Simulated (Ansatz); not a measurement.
# Scan of [CH₃···H···S], triplet

Starting geometry:

| atom | x (Å) | y (Å) | z (Å) |
| --- | --- | --- | --- |
| C | -2.1229 | 0.0000 | 0.0000 |
| H | -2.4861 | 1.0273 | 0.0000 |
| H | -2.4861 | -0.5137 | 0.8897 |
| H | -2.4861 | -0.5137 | -0.8897 |
| H | -1.0333 | 0.0000 | 0.0000 |
| S | 1.0621 | 0.0000 | 0.0000 |

From there H5 is moved from one fragment to the other while all else, the fragments' distance too, stays fixed; atoms are numbered as listed. Energies are in kcal/mol, counted from the starting geometry at the same level.

Basis cc-pVDZ; Ansatz 0.2.0. Correlated methods freeze the noble-gas cores. Prefix R: restricted or restricted open-shell reference; prefix U: unrestricted.

For open shells CISD is restricted-active-space CI with the open shells as a complete middle space.

Full CI isn't at hand for all of this; UCCSDT(Q) serves as the reference, and is uncertain by about the last step of the cluster series. The frozen core follows each run's orbitals, which can shift R against U totals by a few meV.

```json
{"distance C1-H5 (Å)": "1.013", "UCCSDT(Q)": "3.0", "error RHF": "-1.4", "error UHF": "-1.3", "error CISD": "-0.5", "error RCCSD(T)": "0.0", "error RCCSDT": "0.0", "error UCCSDT": "0.0"}
{"distance C1-H5 (Å)": "1.090", "UCCSDT(Q)": "0.0", "error RHF": "0.0", "error UHF": "0.0", "error CISD": "0.0", "error RCCSD(T)": "0.0", "error RCCSDT": "0.0", "error UCCSDT": "0.0"}
{"distance C1-H5 (Å)": "1.192", "UCCSDT(Q)": "3.4", "error RHF": "2.2", "error UHF": "1.9", "error CISD": "0.8", "error RCCSD(T)": "0.0", "error RCCSDT": "0.0", "error UCCSDT": "0.0"}
{"distance C1-H5 (Å)": "1.294", "UCCSDT(Q)": "11.1", "error RHF": "5.1", "error UHF": "3.9", "error CISD": "1.8", "error RCCSD(T)": "0.1", "error RCCSDT": "0.0", "error UCCSDT": "0.0"}
{"distance C1-H5 (Å)": "1.396", "UCCSDT(Q)": "19.7", "error RHF": "8.9", "error UHF": "5.4", "error CISD": "3.1", "error RCCSD(T)": "0.2", "error RCCSDT": "0.1", "error UCCSDT": "0.1"}
{"distance C1-H5 (Å)": "1.498", "UCCSDT(Q)": "26.7", "error RHF": "12.9", "error UHF": "5.5", "error CISD": "4.1", "error RCCSD(T)": "0.2", "error RCCSDT": "0.1", "error UCCSDT": "0.1"}
{"distance C1-H5 (Å)": "1.601", "UCCSDT(Q)": "30.2", "error RHF": "10.6", "error UHF": "4.1", "error CISD": "4.3", "error RCCSD(T)": "0.3", "error RCCSDT": "0.1", "error UCCSDT": "0.1"}
{"distance C1-H5 (Å)": "1.703", "UCCSDT(Q)": "30.7", "error RHF": "5.6", "error UHF": "1.8", "error CISD": "2.7", "error RCCSD(T)": "0.2", "error RCCSDT": "0.1", "error UCCSDT": "0.1"}
{"distance C1-H5 (Å)": "1.805", "UCCSDT(Q)": "30.7", "error RHF": "1.9", "error UHF": "-0.6", "error CISD": "1.3", "error RCCSD(T)": "0.2", "error RCCSDT": "0.0", "error UCCSDT": "0.0"}
```

Errors are those of relative energies. In total energy the starting point itself misses UCCSDT(Q) by: RHF 189.6, UHF 186.9, CISD 19.7, RCCSD(T) 0.6, RCCSDT 0.2, UCCSDT 0.2 kcal/mol.

Spread of the error over the points with a reference, to 1.805 Å (largest less smallest): UCCSDT 0.1, RCCSDT 0.1, RCCSD(T) 0.3, CISD 4.8, UHF 6.9, RHF 14.3 kcal/mol.
